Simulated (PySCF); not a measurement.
How the method changes the constants of OH⁺

State: ³Σ⁻ (triplet), unpaired electrons π ↑↑. Set-up: H def2-SVP, O def2-SVP; no relativity (PySCF 2.14). De refers to H⁺ + O in their high-spin ground configurations, without counterpoise correction. The functionals are run spin-unrestricted. A positive dipole points towards O; it is taken about the centre of mass and depends on that origin.

```
      Level  Re (Å)  ωe (cm⁻¹)  De (eV)  μ (D)  CPU s a point (SCF and correlation, without the integrals)
        UHF   1.014       3382     5.18  -2.41                                                       0.013
    UHF-MP2   1.029       3245     5.32    n/a                                                       0.019
UHF-SCS-MP2   1.030       3236     5.36    n/a                                                         n/a
   UHF-CCSD   1.035       3174     5.40    n/a                                                         n/a
UHF-CCSD(T)   1.036       3160     5.42    n/a                                                        0.12
        PBE   1.056       2942     5.30  -2.34                                                        0.13
     r²SCAN   1.042       3069     5.29  -2.36                                                        0.19
      M06-L   1.042       3131     5.23  -2.40                                                        0.19
    r²SCANh   1.038       3112     5.27  -2.36                                                         0.2
      B3LYP   1.046       3028     5.19  -2.37                                                        0.15
       PBE0   1.040       3107     5.25  -2.36                                                        0.18
```

The bond length runs from 1.014 Å (UHF) to 1.056 Å (PBE). De spans 5.18 eV (UHF, mean field) to 5.42 eV (UHF-CCSD(T), coupled cluster). Correlation at CCSD(T) changes the Hartree–Fock bond energy by +0.24 eV; the triples alone change it by +0.02 eV.

Correlated steps freeze 1 core orbital. Correlated levels converge slowly with the basis: in double zeta they bind strong bonds too weakly, by up to about 1 eV, and carry superposition errors of some tenths. For an ion De counts to the pair picked by the measured ionisation energies or electron affinities, which need not be the lowest pair at this level. The state is the lowest determinant that a PBE0 search found; another state may lie lower at other levels.

The whole job (state search and all levels along the bond) took about 0.28 min on 1 thread of Arm Neoverse V2 (shared host), peak memory 0.3 GiB.
